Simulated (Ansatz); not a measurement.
A made-up structure of C2H3S (charge -1), closed shell:

C1  (-0.279, 0.288, -0.261)
C2  (0.344, -1.056, 0.020)
S3  (1.321, -1.094, 1.356)
H4  (-0.162, -1.924, 0.357)
H5  (0.001, 0.598, -1.277)
H6  (-0.018, 1.095, 0.453)
(Å)

It is relaxed with PBE-D4/def2-SVPD and then PBE0-D4/def2-TZVPD (Ansatz 0.2.0). Atoms count as bonded within 1.22 times the sum of their covalent radii (H–H: 0.88 Å). The end point is not checked to be a true minimum.

(1) Does its bonding change? (Judge from chemistry; the calculation decides.)

Answers

(1) Computed: No: no bond forms or breaks.

Where it ends: The first stage lowers the energy by 2.65 eV in 9 steps. It ends as C₂H₃S ([CH2][CH][S]), total charge -1:
```
6
angstrom
C -0.0127 0.2810 -0.2389
C 0.3282 -0.9027 0.3124
S 1.2118 -1.2239 1.7554
H -0.0061 -1.7890 -0.2388
H -0.5801 0.3189 -1.1665
H 0.2677 1.2230 0.2244
```

Labels in which every atom is bracketed show which atoms are joined, not bond orders.

For scale, one of the runs: PBE0-D4/def2-TZVPD relaxation, 147 basis functions, launched by `ansatz run in.yaml --threads 2 --pin off --events-out ev --progress --plain --max-ram 4352MiB`. Hardware: 2 CPU threads of an Arm Neoverse V2, shared host. Wall time about 16 s.
